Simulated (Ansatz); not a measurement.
Computed with Ansatz on PBE0-D4/def2-TZVP structures; ΔE is electronic, products minus reactants. CCSD(T)/CBS is the MP2 limit (def2-TZVPP, def2-QZVPP) plus CCSD(T) − MP2 in def2-TZVPP, frozen cores. This one scheme is used for every species. Functionals use def2-TZVPP. Triplets are unrestricted, without spin–orbit coupling. One conformer a species, not always the lowest.

Consider the formal loss of a carbene: `CC(=N)Cl` → `[CH2]` (triplet) + `N=CCl`.

`CC(=N)Cl`:

```xyz
8

C     0.332   -0.842   -0.406
C    -0.148    0.438    0.177
N    -0.869    0.527    1.191
Cl    0.416    1.856   -0.731
H    -0.041   -1.670    0.193
H     1.424   -0.857   -0.428
H    -0.016   -0.937   -1.436
H    -1.097    1.486    1.440
```

`[CH2]` (triplet):

Z-matrix (Å, degrees):
```
C
H 1 1.079
H 1 1.079 2 134.9
```

`N=CCl`:

Z-matrix (Å, degrees):
```
C
N 1 1.247
Cl 1 1.729 2 121.0
H 1 1.091 2 128.0 3 180.0
H 2 1.019 1 110.5 3 -180.0
```

CCSD(T)/CBS gives +473.5 kJ/mol.

(1) Another level gave +471.0 kJ/mol. Which?
A. BLYP/def2-TZVPP
B. r2SCAN0/def2-TZVPP
C. B97M-V/def2-TZVPP
D. CAM-B3LYP-D4/def2-TZVPP

Largest T1 diagnostic among the species: 0.012.

## Answers

(1) D. CAM-B3LYP-D4 471.0, BLYP 453.9, r2SCAN0 448.7, B97M-V 478.3 kJ/mol.

In def2-TZVPP, CCSD(T) changes the Hartree–Fock value by +136.8 kJ/mol (the triples alone add +12.4 kJ/mol) and MP2 by +152.3 kJ/mol. From BLYP to BHLYP (50 % exact exchange), in def2-TZVPP and without D4, ΔE moves by −6.2 kJ/mol.
